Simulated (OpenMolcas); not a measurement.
# triplet BH2F, step by step

Wanted: a single-point energy (UHF/STO-3G), then the energy (CASSCF(2,2)/STO-3G), then a single-point energy (CASPT2(2,2)/STO-3G), then a single-point energy (SC-NEVPT2(2,2)/STO-3G), then the energy (MRCI(2,2)/STO-3G) of triplet BH2F. 

Program for the calculation: OpenMolcas 26.06.

## 1. The structure to begin with

BH2F has 4 atoms, charge 0, and is taken as a triplet. SMILES of the parent species: `BF`. The coordinates come from a PBE0-D4/def2-TZVP relaxation. That shape belongs to the parent species and isn't relaxed for this state.

Bond lengths: B1–F2 1.317 Å, B1–H3 1.197 Å, B1–H4 1.198 Å. Angles: F2–B1–H3 117.8°, F2–B1–H4 117.8°, H3–B1–H4 124.4°.

## 2. The energy at UHF/STO-3G (run 1)

The input, coord.xyz:

```xyz
4

B     -0.027300    -0.004000    -0.030800
F      1.061200    -0.296700     0.649900
H     -1.012500    -0.649100     0.186200
H      0.034200     0.889600    -0.825600
```

The input, step1.input:

```
* BFH2 Hartree-Fock

&GATEWAY
  BasLib=$CurrDir
  Coord=coord.xyz
  Basis=STO-3G
  Group=NoSym

&SEWARD

&SCF
  UHF
  Spin=3
  Scramble=0.25
  PrOrbitals=1 1
```

The basis set STO-3G is read from a file made from the Basis Set Exchange's data (not shown).

Command:

```
$ export MOLCAS_MEM=1860
$ pymolcas step1.input > step1.log
```

Standard output:

```text
--- Start Module: gateway ---
[...]
--- Stop Module: gateway /rc=_RC_ALL_IS_WELL_ ---
--- Start Module: seward ---
[...]
      Basis functions           12
--- Stop Module: seward /rc=_RC_ALL_IS_WELL_ ---
--- Start Module: scf ---
[...]
       Convergence after  26 Iterations
[...]
::    Total SCF energy                               -123.3678323249
[...]
      Total spin, S                                     1.0014223027
[...]
      Total electronic charge=   16.000000
      Total            charge=   -0.000000
[...]
      Dipole Moment (debye):
      Origin of the operator (angstrom)=    0.5894   -0.1698    0.3549
                   X=  1.7808E+00               Y= -4.7886E-01               Z=  1.1136E+00           Total=  2.1542E+00
      Quadrupole Moment (debye*angstrom):
[...]
--- Stop Module: scf /rc=_RC_ALL_IS_WELL_ ---
[...]
```

It took 1.7 s on 1 thread of Arm Neoverse V2, shared host; peak memory 0.37 GiB.

## 3. The energy at CASSCF(2,2)/STO-3G (run 2)

coord.xyz is that of step 2.

The input, step2.inp:

```
* BFH2 CASSCF
>>> EXPORT MOLCAS_PRINT=2

&GATEWAY
 BASLIB
 $CurrDir
 COORD
 coord.xyz
 BASIS
 STO-3G
 GROUP
 NoSym

&SEWARD

&RASSCF
 FILEORB
 $CurrDir/step1.UnaOrb
 SPIN
 3
 NACTEL
 2 0 0
 INACTIVE
 7
 RAS2
 2
 ORBLISTING
 Nothing
 ORBAPPEAR
 Compact
```

The basis set STO-3G is read from a file made from the Basis Set Exchange's data (not shown).

Command:

```
$ export MOLCAS_MEM=1860
$ pymolcas step2.inp > step2.log
```

Standard output:

```text
--- Start Module: gateway ---
[...]
--- Stop Module: gateway /rc=_RC_ALL_IS_WELL_ ---
--- Start Module: seward ---
[...]
      Basis functions           12
--- Stop Module: seward /rc=_RC_ALL_IS_WELL_ ---
--- Start Module: rasscf ---
[...]
      Number of active orbitals                  2
[...]
      Spin quantum number                      1.0
[...]
      Active orbitals                            2
[...]
      Number of CSFs                             1
[...]
      Number of root(s) required                 1
[...]
      Convergence after  9 iterations
[...]
      printout of CI-coefficients larger than  0.05 for root  1
      energy=    -123.365701
      conf/sym  11     Coeff  Weight
             1  uu   1.00000 1.00000
      Natural orbitals and occupation numbers for root  1
      sym 1:   1.000000   1.000000
      ************************************************************************************************************************
      *                                                    Final results                                                     *
[...]
::    RASSCF root number  1 Total energy:   -123.36570138
[...]
      Total electronic charge=   16.000000
      Total            charge=   -0.000000
[...]
      Dipole Moment (debye):
      Origin of the operator (angstrom)=    0.5894   -0.1698    0.3549
                   X=  1.7946E+00               Y= -4.8260E-01               Z=  1.1223E+00           Total=  2.1710E+00
      Quadrupole Moment (debye*angstrom):
[...]
--- Stop Module: rasscf /rc=_RC_ALL_IS_WELL_ ---
[...]
```

It took 1.5 s on 1 thread of Arm Neoverse V2, shared host; peak memory 0.37 GiB.

## 4. A single-point energy at CASPT2(2,2)/STO-3G (run 3)

coord.xyz is that of step 3.

The input, step3.input:

```
&GATEWAY
 BasLib=$CurrDir
 Coord=coord.xyz
 Basis=STO-3G
 Group=NoSym

&SEWARD

&RASSCF
 FileOrb=$CurrDir/step2.RasOrb
 Spin=3
 Nactel=2 0 0
 Inactive=7
 Ras2=2
 OrbListing=Nothing
 OrbAppear=Compact

&CASPT2
 Imaginary=0.1
 Frozen=2
```

The basis set STO-3G is read from a file made from the Basis Set Exchange's data (not shown).

Command:

```
$ export MOLCAS_MEM=1860
$ pymolcas step3.input > step3.log
```

Standard output:

```text
--- Start Module: gateway ---
[...]
--- Stop Module: gateway /rc=_RC_ALL_IS_WELL_ ---
[...]
      Basis functions           12
[...]
--- Start Module: rasscf ---
[...]
      Number of active orbitals                  2
[...]
      Spin quantum number                      1.0
[...]
      Active orbitals                            2
[...]
      Number of CSFs                             1
[...]
      Number of root(s) required                 1
[...]
      Convergence after  4 iterations
[...]
      printout of CI-coefficients larger than  0.05 for root  1
      energy=    -123.365701
      conf/sym  11     Coeff  Weight
             1  uu   1.00000 1.00000
      Natural orbitals and occupation numbers for root  1
      sym 1:   1.000000   1.000000
      ************************************************************************************************************************
      *                                                    Final results                                                     *
[...]
::    RASSCF root number  1 Total energy:   -123.36570138
[...]
      Total electronic charge=   16.000000
      Total            charge=   -0.000000
[...]
      Dipole Moment (debye):
      Origin of the operator (angstrom)=    0.5894   -0.1698    0.3549
                   X=  1.7946E+00               Y= -4.8260E-01               Z=  1.1223E+00           Total=  2.1710E+00
      Quadrupole Moment (debye*angstrom):
[...]
--- Stop Module: rasscf /rc=_RC_ALL_IS_WELL_ ---
--- Start Module: caspt2 ---
[...]
      E2 (Variational):          -0.0471502238
      Total energy:            -123.4128516019
[...]
      Reference weight:           0.97893
[...]
::    CASPT2 Root  1     Total energy:   -123.41285160
[...]
--- Stop Module: caspt2 /rc=_RC_ALL_IS_WELL_ ---
[...]
```

Run time: 1.5 s. Hardware: 1 thread of Arm Neoverse V2, shared host; peak memory 0.37 GiB.

## 5. The energy at SC-NEVPT2(2,2)/STO-3G (run 4)

coord.xyz is that of step 4.

The input, step4.inp:

```
* BFH2 NEVPT2

&GATEWAY
 BasLib = $CurrDir
 Coord = coord.xyz
 Basis = STO-3G
 Group = NoSym

&SEWARD

&RASSCF
 FileOrb = $CurrDir/step2.RasOrb
 Spin = 3
 Nactel = 2 0 0
 Inactive = 7
 Ras2 = 2
 OrbListing = Nothing
 OrbAppear = Compact

&CASPT2
 SC-NEVPT2
 Frozen = 2
```

The basis set STO-3G is read from a file made from the Basis Set Exchange's data (not shown).

Command:

```
$ export MOLCAS_MEM=1860
$ pymolcas step4.inp > step4.log
```

Standard output:

```text
--- Start Module: gateway ---

                                              &GATEWAY

                       available to each process: 1.9 GB of memory, 1 thread

 Basis Set     1 Label: B.STO-3G
 Basis set is read from library:.
 basistype.tbl is not found

 Basis Set     2 Label: F.STO-3G
 Basis set is read from library:.
 basistype.tbl is not found

 Basis Set     3 Label: H.STO-3G
 Basis set is read from library:.
 basistype.tbl is not found

++    Symmetry information:
      ---------------------

[... 223 lines left out ...]
      Note: transformation to natural orbitals
[... 7 lines left out ...]
      Natural orbitals and occupation numbers for root  1
[... 20 lines left out ...]
      Final state energy(ies):
[... 60 lines left out ...]
      Natural orbitals for root   1 are written to the RASORB.1 file
[... 75 lines left out ...]
 Compute H0 matrices for state    1
[... 14 lines left out ...]
--- Stop Module: caspt2 /rc=-6 ---

.########################.
.# Non-zero return code #.
.########################.

    Timing: Wall=1.30 User=1.02 System=0.27
```

Wall time 1.5 s (1 thread of Arm Neoverse V2, shared host); peak memory 0.37 GiB.

The run ended with an error.

## 6. The energy at MRCI(2,2)/STO-3G (run 5)

coord.xyz is that of step 5.

The input, step5.input:

```
&gateway
 baslib=$CurrDir
 coord=coord.xyz
 basis=STO-3G
 group=NoSym

&seward

&rasscf
 fileorb=$CurrDir/step2.RasOrb
 spin=3
 nactel=2 0 0
 inactive=7
 ras2=2
 orblisting=Nothing
 orbappear=Compact

&motra
 lumorb
 frozen=2

&guga
 electrons=12
 spin=3
 inactive=5
 active=2
 ciall=1

&mrci
 sdci
```

The basis set STO-3G is read from a file made from the Basis Set Exchange's data (not shown).

Command:

```
$ export MOLCAS_MEM=1860
$ pymolcas step5.input > step5.log
```

Standard output:

```text
--- Start Module: gateway ---
[...]
--- Stop Module: gateway /rc=_RC_ALL_IS_WELL_ ---
[...]
      Basis functions           12
[...]
      Number of active orbitals                  2
[...]
      Spin quantum number                      1.0
[...]
      Active orbitals                            2
[...]
      Number of CSFs                             1
[...]
      Number of root(s) required                 1
[...]
      Convergence after  4 iterations
[...]
      printout of CI-coefficients larger than  0.05 for root  1
      energy=    -123.365701
      conf/sym  11     Coeff  Weight
             1  uu   1.00000 1.00000
      Natural orbitals and occupation numbers for root  1
      sym 1:   1.000000   1.000000
      ************************************************************************************************************************
      *                                                    Final results                                                     *
[...]
::    RASSCF root number  1 Total energy:   -123.36570138
[...]
      Dipole Moment (debye):
      Origin of the operator (angstrom)=    0.5894   -0.1698    0.3549
                   X=  1.7946E+00               Y= -4.8260E-01               Z=  1.1223E+00           Total=  2.1710E+00
      Quadrupole Moment (debye*angstrom):
[...]
--- Start Module: guga ---
[...]
--- Stop Module: guga /rc=_RC_ALL_IS_WELL_ ---
--- Start Module: mrci ---
[...]
       (But an ACPF correction will be computed)
       USE THE DEFAULT ACPF G-VALUE GFAC=  0.16666666666666666
[...]
                      CI ENERGY:  -123.43852339
[...]
                ACPF CORRECTION:    -0.00547692
[...]
      Total electronic charge=   16.000000
      Total            charge=   -0.000000
[...]
     ACPF CORRECTION:     -0.00547692
[...]
  CI State   1     Total energy:   -123.43852339     QDav:     -0.00667267     QACPF:     -0.00547692
[...]
```

Run time: 1.6 s. Hardware: 1 thread of Arm Neoverse V2, shared host; peak memory 0.37 GiB.

## 7. Results

| quantity | value |
| --- | --- |
| run 1, UHF/STO-3G: total energy | -123.36783 Eh |
| run 1, UHF/STO-3G: dipole moment | 2.15 D |
| run 1, UHF/STO-3G: HOMO energy (highest over α and β) | -4.33 eV |
| run 1, UHF/STO-3G: LUMO energy (lowest over α and β) | 1.72 eV |
| run 1, UHF/STO-3G: ⟨S²⟩ | 2.004 |
| run 2, CASSCF(2,2)/STO-3G: total energy | -123.36570 Eh |
| run 2, CASSCF(2,2)/STO-3G: dipole moment (CASSCF density) | 2.17 D |
| run 3, CASPT2(2,2)/STO-3G: total energy | -123.41285 Eh |
| run 3, CASPT2(2,2)/STO-3G: dipole moment (CASSCF density) | 2.17 D |
| run 5, MRCI(2,2)/STO-3G: total energy | -123.43852 Eh |
| run 5, MRCI(2,2)/STO-3G: dipole moment (CASSCF density) | 2.17 D |
| run 4, SC-NEVPT2(2,2)/STO-3G | no result (crashed) |

Mulliken charges (run 1, UHF/STO-3G) run from -0.10 on B1 to +0.17 on F2; they depend strongly on the basis. Mulliken charges (run 2, CASSCF(2,2)/STO-3G) run from -0.10 on B1 to +0.17 on F2; they depend strongly on the basis. Mulliken charges (run 5, MRCI(2,2)/STO-3G) of the CASSCF density run from -0.10 on B1 to +0.17 on F2. 1 of the 5 runs did not end normally.
